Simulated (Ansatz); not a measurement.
A nudged elastic band was laid between two geometries of BClH2 + Cl (5 atoms, charge 0, multiplicity 2).

All numbers below come from UKS B3LYP/6-31G* in Ansatz.

```json
{"movable images": "7", "climbing image": "yes", "spring": "5.0 eV/Å²", "optimiser": "quadratic models (default)", "start path": "through a guess of the saddle point", "force threshold": "0.05 eV/Å", "iteration limit": "36", "end points": "relaxed"}
```

Initial state:

```xyz
5
Properties=species:S:1:pos:R:3
B 0.000 0.000 -0.118
Cl 0.000 0.000 1.636
H 1.050 0.000 -0.675
H -1.050 0.000 -0.675
Cl 0.000 0.000 5.201
```

Final state:

```xyz
5
Properties=species:S:1:pos:R:3
B -0.062 0.000 0.232
Cl -1.106 -0.003 1.645
H 1.111 0.001 0.404
H -0.603 0.001 -0.826
Cl 0.661 0.001 3.915
```

(1) What changes between the two ends?

(2) Give the energies along the band, and the barrier.

The band took 15 iterations and about 8 core-minutes.

## Answers

(1) No bond is made or broken.

(2) The run converged. The highest image is number 0 of 0 to 8, 0.000 eV above the first end and 0.170 eV above the last; the last end lies 0.170 eV below the first. The highest image is an end point: on this band no image between the ends rises above it. A vibrational analysis next to that end finds imaginary modes (75i cm⁻¹), so it isn't a minimum.

| image | path coordinate (Å) | energy (eV) |
| --- | --- | --- |
| 0 | 0.00 | 0.000 |
| 1 | 0.00 | 0.000 |
| 2 | 0.33 | -0.009 |
| 3 | 0.65 | -0.030 |
| 4 | 0.97 | -0.062 |
| 5 | 1.29 | -0.099 |
| 6 | 1.61 | -0.133 |
| 7 | 1.94 | -0.158 |
| 8 | 2.26 | -0.170 |

Time of the run: 7.8 min on 1 thread of Arm Neoverse V1, with other jobs on the host, peak memory 0.15 GiB.
